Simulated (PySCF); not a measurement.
## Potential energy of LiN⁻ along the bond

Set-up: Li aug-cc-pVDZ, N aug-cc-pVDZ; no relativity (PySCF 2.14). Energies in eV from Li⁻ + N in their ground configurations at the same level. State: ⁴Σ⁻ (quartet), unpaired electrons σ ↑, π ↑↑.

| R (Å) | r²SCAN | LC-ωPBE |
| --- | --- | --- |
| 1.673 | -1.343 | -1.512 |
| 1.750 | -1.532 | -1.691 |
| 1.828 | -1.641 | -1.789 |
| 1.887 | -1.685 | -1.822 |
| 1.945 | -1.704 | -1.831 |
| 2.003 | -1.703 | -1.819 |
| 2.081 | -1.679 | -1.780 |
| 2.178 | -1.625 | -1.705 |
| 2.295 | -1.539 | -1.593 |
| 2.451 | -1.410 | -1.426 |

Put a parabola through the three lowest points of the r²SCAN curve and estimate Re, k and ωe (reduced mass 4.674 u; 1 eV/Å² = 0.16022 mdyn/Å; ωe = 1302.8·√(k/μ) cm⁻¹).

Through R = 1.887, 1.945, 2.003 Å the second-order coefficient is 2.97 eV/Å², so Re ≈ 1.971 Å, k ≈ 0.953 mdyn/Å and ωe ≈ 588 cm⁻¹. A polynomial fit of higher order to the unrounded r²SCAN energies gives Re = 1.970 Å, k = 0.814 mdyn/Å, ωe = 544 cm⁻¹; anharmonicity and rounding make the difference.

The higher-order fit for each curve: r²SCAN: Re = 1.970 Å, ωe = 544 cm⁻¹, De = 1.71 eV; LC-ωPBE: Re = 1.937 Å, ωe = 593 cm⁻¹, De = 1.83 eV.

For an ion De counts to the pair picked by the measured ionisation energies or electron affinities, which need not be the lowest pair at this level. The highest Kohn–Sham level is positive in this anion. Much of that is self-interaction error, but it also means that the finite basis helps to hold the extra electron. The state was picked by a PBE0 search and need not be the measured ground state.
